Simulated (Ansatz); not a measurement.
Two shapes of singlet C₃H₄.

Shape 1:

```xyz
7

C     0.0004    0.0016   -1.3110
C     0.0000    0.0007    0.0045
C    -0.0011   -0.0006    1.3054
H    -0.0003   -0.9379   -1.8752
H     0.0003    0.9362   -1.8747
H    -0.9371   -0.0003    1.8760
H     0.9377    0.0003    1.8750
```

Shape 2:

```xyz
7

C    -0.0107   -0.0158   -1.2616
C     0.0396   -0.0211    0.0221
C    -0.0007   -0.0471    1.3245
H    -0.0409   -0.9622   -1.8614
H     0.0329    0.9375   -1.8373
H    -0.9202    0.0108    1.8290
H     0.9266    0.0472    1.8879
```

Basis set: cc-pVDZ (spherical functions). Correlated methods keep 3 orbitals frozen. Charge 0, multiplicity 1.

Computed with Ansatz (development build ahead of 0.2.0); each method stands on the lowest determinant of its kind that the runs found.

Question: Which shape is lower in energy, and by how much in each method?

Answer:

```
 method  E(2) − E(1) (eV)
    RHF             0.090
RHF-MP2             0.133
```

Shape 1 is lower.
